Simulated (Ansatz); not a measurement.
Consider a test of scalar relativity of ClH3Si, SMILES [SiH3]Cl (Ansatz 0.2.0 through its Python package).

`clh3si_x2c.py`:
```python
import ansatz as az
from ase import Atoms
import numpy as np


def main() -> None:
    atoms = Atoms(["Si", "Cl", "H", "H", "H"], positions=[
        [-0.0867, -0.0162, -0.0127],
        [1.8105, -0.508, 0.296],
        [-0.977, -0.4808, 1.0971],
        [-0.4995, -0.572, -1.3084],
        [-0.1975, 1.5034, -0.1135],
    ])
    geometry = az.Crystal.molecule_from_ase(atoms)

    calc = geometry.calculation().functional("b3lyp").forces()
    sets = {"none": "cc-pVTZ", "scalar": "cc-pVTZ-DK"}
    found = {kind: calc.basis(gaussian=basis).pseudopotentials(relativity=kind).run(threads=1, backend="cpu").report for kind, basis in sets.items()}
    for kind, each in found.items():
        dipole = 4.803205 * np.linalg.norm(each["charge_distribution"]["dipole_moment_e_ang"])
        print(f"{kind:7s} E = {each['free_energy_ev']:.4f} eV  dipole {dipole:.3f} D  largest force component {np.abs(each['forces_ev_ang']).max():.4f} eV/A")
    print(f"relativity lowers the total energy by {found['none']['free_energy_ev'] - found['scalar']['free_energy_ev']:.3f} eV")


if __name__ == "__main__":
    main()
```

What does scalar relativity change in the total energy and in the dipole?

The total moves by -55.2 eV, nearly all in the cores, and the dipole from 0.83 to 0.83 D.

The output:

```console
$ python clh3si_x2c.py
none    E = -20452.1097 eV  dipole 0.832 D  largest force component 1.9349 eV/A
scalar  E = -20507.2815 eV  dipole 0.826 D  largest force component 1.9346 eV/A
relativity lowers the total energy by 55.172 eV
```

Reading the output:
- Total energies depend on the basis set; only differences at equal settings carry meaning.
- The geometry is a force-field or estimated start, not a minimum of this method. The basis set changes with the Hamiltonian (a set recontracted for scalar relativity), and most of the change in the total lies in the cores.
- b3lyp holds the VWN-RPA fit, as in Gaussian; the form of ORCA and Turbomole is b3lyp5.
- It ran for 5.1 s on 1 thread of Arm Neoverse V1 (shared host), peak memory 0.24 GiB.
